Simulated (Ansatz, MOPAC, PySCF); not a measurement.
Species: C2H3O, net charge 0, doublet state. SMILES: C[C]=O
Geometry: optimised at B3LYP-D3(BJ)/def2-TZVP (Ansatz, an electronic-structure program).

Unscaled harmonic wavenumbers (cm⁻¹) in rising order, each level at the stationary point that it reaches from this structure (no distance between atoms moves by over 0.3 Å); the order of modes can differ between levels, and a negative number is imaginary. B3LYP-D3(BJ)/def2-TZVP (PySCF, at the structure above): 113, 471, 855, 957, 1053, 1358, 1454, 1458, 1926, 3021, 3111, 3117.

PM3 (MOPAC): 112, 453, 862, 929, 1099, 1361, 1367, 1380, 2181, 3076, 3077, 3163. Zero-point energy 27.2 against 27.0 kcal/mol; where all levels lie over 400 cm⁻¹, the wavenumbers are on average 1.003 times those of B3LYP-D3(BJ)/def2-TZVP.

PM7 (MOPAC): 67, 404, 977, 1011, 1113, 1246, 1258, 1365, 2049, 2661, 2663, 2774. Zero-point energy 25.1 against 27.0 kcal/mol; where all levels lie over 400 cm⁻¹, the wavenumbers are on average 0.957 times those of B3LYP-D3(BJ)/def2-TZVP.

HF/6-31G* (Ansatz): 96, 508, 925, 1050, 1162, 1518, 1603, 1605, 2141, 3216, 3299, 3304. Zero-point energy 29.2 against 27.0 kcal/mol; where all levels lie over 400 cm⁻¹, the wavenumbers are on average 1.089 times those of B3LYP-D3(BJ)/def2-TZVP.

B3LYP/6-31G* (Ansatz): 110, 463, 855, 963, 1059, 1382, 1485, 1488, 1938, 3043, 3132, 3136. Zero-point energy 27.2 against 27.0 kcal/mol; where all levels lie over 400 cm⁻¹, the wavenumbers are on average 1.007 times those of B3LYP-D3(BJ)/def2-TZVP.
